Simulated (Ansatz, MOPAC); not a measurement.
Molecule: C$_{3}$H$_{5}$O (charge 0, doublet). SMILES: [CH2]C(C)=O

Atoms: O1, C2, C3, C4, H5, H6, H7, H8, H9. Bonds: O1-C2, C2-C3, C2-C4, C3-H6, C3-H7, C4-H5, C4-H8, C4-H9.

Bond lengths (Å) and angles (degrees) optimised at AM1 with MOPAC; PM6 with MOPAC; HF/STO-3G with Ansatz (a first-principles code); HF/6-31G* with Ansatz; B3LYP/LANL2DZ with Ansatz; B3LYP/6-31G* with Ansatz, each started from the B3LYP-D3(BJ)/def2-TZVP structure (Ansatz) of the last column. A row stands for all coordinates that are equal there; 10 of 19 kinds are shown. 6-31G* holds six Cartesian d functions. At AM1 the structure is a saddle point. No wavenumbers were computed at HF/STO-3G, B3LYP/LANL2DZ, so these may be saddle points.

```
coordinate    AM1    PM6  HF/STO-3G  HF/6-31G*  B3LYP/LANL2DZ  B3LYP/6-31G*  B3LYP-D3(BJ)/def2-TZVP
----------  -----  -----  ---------  ---------  -------------  ------------  ----------------------
O1-C2       1.246  1.217      1.343      1.228          1.281         1.239                   1.232
C2-C3       1.446  1.463      1.412      1.432          1.439         1.440                   1.435
C2-C4       1.496  1.503      1.536      1.514          1.525         1.523                   1.515
C3-H6       1.093  1.074      1.082      1.073          1.087         1.085                   1.081
C3-H7       1.091  1.070      1.081      1.074          1.088         1.086                   1.082
C4-H5       1.117  1.101      1.086      1.081          1.093         1.092                   1.087
C4-H8       1.117  1.098      1.087      1.086          1.098         1.097                   1.093
O1-C2-C3    121.8  121.5      120.1      119.8          119.9         120.3                   120.4
O1-C2-C4    121.7  121.9      119.0      120.9          120.7         121.3                   121.4
C3-C2-C4    116.5  116.6      120.9      119.4          119.4         118.4                   118.3
```

Mean signed difference of all 8 bond lengths from B3LYP-D3(BJ)/def2-TZVP: AM1 0.013 Å, PM6 0.001 Å, HF/STO-3G 0.012 Å, HF/6-31G* -0.005 Å, B3LYP/LANL2DZ 0.012 Å, B3LYP/6-31G* 0.005 Å.
